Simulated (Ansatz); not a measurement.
This geometry of HO$_{2}$Si (4 atoms, charge 0, multiplicity 2) is a first-order saddle point.

All numbers below come from UKS BLYP-D4/6-31G* (Ansatz 0.2.0).

```xyz
4
Properties=species:S:1:pos:R:3
O 1.325 -0.032 -0.002
Si -0.282 0.168 -0.073
O -1.521 1.010 -0.442
H 0.477 -1.146 0.517
```

Task: Which two structures does it join? (They come from a converged band through this point; their orientation in space is the band's.)

Result: Bonds broken: Si2–H4. Bonds formed: O1–H4.

Initial state:

```xyz
4
Properties=species:S:1:pos:R:3
O 1.452 0.541 -0.265
Si -0.005 -0.037 0.017
O -1.248 0.876 -0.384
H -0.199 -1.380 0.632
```

Final state:

```xyz
4
Properties=species:S:1:pos:R:3
O 0.896 -0.315 0.133
Si -0.730 0.081 -0.028
O -1.218 1.432 -0.638
H 1.052 -1.198 0.534
```

Task: How far does it lie above each of them?

Result: 78.9 kJ/mol above the first and 177.1 kJ/mol above the second. This is the barrier of this one path; another mechanism may lie lower.

The run took 3.1 min on 1 thread of Arm Neoverse N1 (shared host), peak memory 0.12 GiB.
